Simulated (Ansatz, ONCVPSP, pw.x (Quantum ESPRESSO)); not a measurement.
**pw.x on bcc Al: one setting changed**

Potential: optimised norm-conserving Vanderbilt (ONCV), ONCVPSP 4.0.1.1 (patched build), LDA (Perdew-Wang 92); core [Ne], reference 3s2 3p1; waves: 3s: rc 2.15 bohr, ncon 4, nbas 7, qcut 2.7 1/bohr, 3 projectors, debl 1.4 Ha; 3p: rc 1.90 bohr, ncon 3, nbas 8, qcut 5.2 1/bohr, 2 projectors, debl 2.9 Ha; d scattering state at 0.21 Ha: rc 1.90 bohr, ncon 4, nbas 8, qcut 5.1 1/bohr, 2 projectors, debl 3.9 Ha; local part: polynomial inside 1.40 bohr (lpopt 5, dvloc0 2 Ha); core correction: none.

The reference run (k-mesh 14³, cutoffs 55/220 Ry, Fermi–Dirac 0.01 Ry, mixing_beta 0.4, conv_thr 1e-9, no spin) gives -0.71 GPa at 16.222 Å³/atom, where all-electron LAPW gives 0.10 GPa. This run, with its own iteration cap, changes degauss to 0, a wrong or extreme entry chosen on purpose.

```
&control
  calculation='scf', prefix='x', pseudo_dir='./', outdir='./tmp', tstress=.true., disk_io='none'
/
&system
  ibrav=0, nat=1, ntyp=1, ecutwfc=55, ecutrho=220, nbnd=8,
  occupations='smearing', smearing='fd', degauss=0
/
&electrons
  conv_thr=1e-09, mixing_beta=0.4, electron_maxstep=70
/
ATOMIC_SPECIES
Al 1.0 Al.UPF
CELL_PARAMETERS angstrom
  -1.59470909 1.59470909 1.59470909
  1.59470909 -1.59470909 1.59470909
  1.59470909 1.59470909 -1.59470909
ATOMIC_POSITIONS crystal
Al 0.0000 0.0000 0.0000
K_POINTS automatic
14 14 14 0 0 0
```

```bash
pw.x < Al.scf.in > Al.scf.out
```

Task: How does the run end?

Result: It stops with "set_occupations: smearing requires a value for gaussian broadening (degauss)".

```
Error in routine  set_occupations (1):
      smearing requires a value for gaussian broadening (degauss)
```
